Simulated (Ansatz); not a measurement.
# AlBH (quartet): from Hartree-Fock to the top rungs at angle Al2–B1–H3 = 139.2°, 6-31G

How much of the correlation energy of AlBH (quartet) does each wave-function method recover here?

The runs use Ansatz 0.2.0, Gaussian basis; 6-31G, core rule «outside noble gas», up to 6 orbitals frozen.

The runs, in order: UHF; CCSD(T) on ROHF; CCSD(T) on UHF; BCCD(T) on ROHF; CISD; CCSDT(Q) on ROHF; CCSDT(Q) on UHF; CCSDTQ on ROHF; CCSDTQ on UHF; CASSCF and MRCISD+Q, 5 electrons in 5 orbitals; CASSCF and NEVPT2, 5 electrons in 5 orbitals; CASSCF and MRCISD+Q, 7 electrons in 9 orbitals; CASSCF and NEVPT2, 7 electrons in 9 orbitals; Full CI.

11 further runs of the same task are left out: 1 for a mislabelled method, 6 that didn't finish, 4 set aside as unsound or not needed.

## 1. What is computed

The geometry derives from a PBE0/def2-TZVP stationary point (not a proven minimum). One angle is set to the value named; bond lengths are kept.

3 atoms, charge 0, spin multiplicity 4.

Atoms are counted from 1 here; the program's logs count them from 0.

Bond lengths: B1–Al2 1.941 Å, B1–H3 1.185 Å. Angles: Al2–B1–H3 139.2°.

## 2. UHF

File in.yaml:

```yaml
crystal:
  periodic: [false, false, false]
  atoms:
    - {symbol: B, position_ang: [-0.481170, 0.000000, 1.236116]}
    - {symbol: Al, position_ang: [0.195339, 0.000000, -0.582961]}
    - {symbol: H, position_ang: [-0.068077, 0.000000, 2.346889]}
basis:
  gaussian: {orbitals: 6-31G}
magnetization: {spin_polarized: true, initial_magnetization: 3}
hamiltonian: {xc: hf}
output: {orbitals: {seedname: orbitals}}
```

Launch:

```console
ansatz run in.yaml --threads 1 --pin off --events-out ev --progress --plain --max-ram 2393MiB
```

Further steps of the session: CCSD(T) on ROHF; CCSD(T) on UHF; BCCD(T) on ROHF; CISD; CCSDT(Q) on ROHF; CCSDT(Q) on UHF; CCSDTQ on ROHF; CCSDTQ on UHF; CASSCF and MRCISD+Q, 5 electrons in 5 orbitals; CASSCF and NEVPT2, 5 electrons in 5 orbitals; CASSCF and MRCISD+Q, 7 electrons in 9 orbitals; CASSCF and NEVPT2, 7 electrons in 9 orbitals; Full CI.

Before running them: what should the planned runs give, taken together? Wanted: FCI below the RHF energy; RMP2 from FCI; UMP2 from FCI; RCCSD from FCI; RCCSD(T) from FCI; UCCSD(T) from FCI; RCCSDT(Q) from FCI; UCCSDT(Q) from FCI; MRCISD+Q pair from FCI.

**Answer**, as computed:

| quantity | value |
| --- | --- |
| FCI below the RHF energy | -2.4981 eV |
| RMP2 from FCI | +736.1 meV |
| UMP2 from FCI | +702.7 meV |
| RCCSD from FCI | +108.3 meV |
| RCCSD(T) from FCI | +33.5 meV |
| UCCSD(T) from FCI | +32.0 meV |
| RCCSDT(Q) from FCI | +1.8 meV |
| UCCSDT(Q) from FCI | +1.3 meV |
| MRCISD+Q pair from FCI | +19.4 meV |
| NEVPT2 valence from FCI | +188.2 meV |
| MRCISD+Q valence from FCI | +7.8 meV |
| levels within 1 kcal/mol (43 meV) | RCCSD(T), UCCSD(T), BCCD(T), RCCSDT, UCCSDT, RCCSDT(Q), UCCSDT(Q), RCCSDTQ, UCCSDTQ, MRCISD+Q pair, MRCISD valence, MRCISD+Q valence |
| T1 diagnostic | 0.051 |
| effectively unpaired electrons | 3.04 |

In words: RCCSD(T) lands +33.5 meV from the yardstick (1.3 % of the correlation energy). The occupations are near whole numbers, but T1 = 0.051 shows that the orbitals relax strongly. Of the multireference levels listed MRCISD+Q valence comes nearest in total energy (+7.8 meV), which doesn't show that its space is the better one. These misses are within one basis, not against nature; the frozen cores of restricted and unrestricted runs differ, which can shift their rows.
